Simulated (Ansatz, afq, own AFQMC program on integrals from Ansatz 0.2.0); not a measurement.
# CH$_{2}$, singlet in def2-TZVP, levels against CCSDTQ

```xyz
3

C     0.0736    0.5419    0.1210
H    -0.0118    1.4440   -0.5407
H     0.3501    1.0298    1.0928
```

Basis def2-TZVP. Only valence electrons are correlated. Ansatz 0.2.0 and our own AFQMC program on the same integrals; the CISD trial comes from CCSD amplitudes, and released means the phaseless constraint is let go. Error bars are statistical, one sigma.

Determinant: RHF, the one that the program's search chose, which needn't be the lowest solution. The geometry is a PBE0/def2-SVP stationary point of this or a neighbouring charge and spin state.

No full CI on the walks' own integrals is used here; CCSDTQ serves as the reference and is uncertain by about the last step of the cluster series.

Cautions: higher spins were not checked; restricted determinant unstable towards unrestricted (UHF 474 meV lower, ⟨S²⟩ 0.70); the released energies are still falling, so no released level is given (meV from the phaseless value at times in 1/Eh: -3 ± 3 at 0.24, -1 ± 3 at 0.51, -1 ± 3 at 0.99, -5 ± 3 at 1.62, -10 ± 4 at 2.40), though the last usable value meets CCSDTQ within the noise.

The T1 diagnostic is 0.0093, the weight of the determinant in the CISD state is 0.919 and the size of the correlated space is 6 electrons in 42 orbitals.

```
  level  correlation energy (eV)
    MP2                  -3.6171
   CCSD                  -4.3419
CCSD(T)                  -4.4659
```

Estimate where phaseless AFQMC with a CISD trial lies against CCSD(T) on the same integrals.

2.4 ± 0.2 kJ/mol below CCSD(T).

Reference: CCSDTQ, correlation energy -4.494 eV.

| level | E − E(reference) (kJ/mol) | share of correlation (%) |
| --- | --- | --- |
| CCSD(T) | 2.7 | 99.38 |
| CCSDT | 0.5 | 99.87 |
| CCSDT(Q) | 0.1 | 99.98 |
| ph-AFQMC/CISD | 0.3 ± 0.2 | 99.93 |

CCSDT and higher add their correlation energy to the determinant of the CCSD(T) run, since their own runs factorise the integrals more tightly (a shift of under 2 meV). A walk keeps the symmetry of its determinant, which the program's search chose and which needn't be the lowest solution, so a lower state of the same spin and another symmetry isn't excluded.
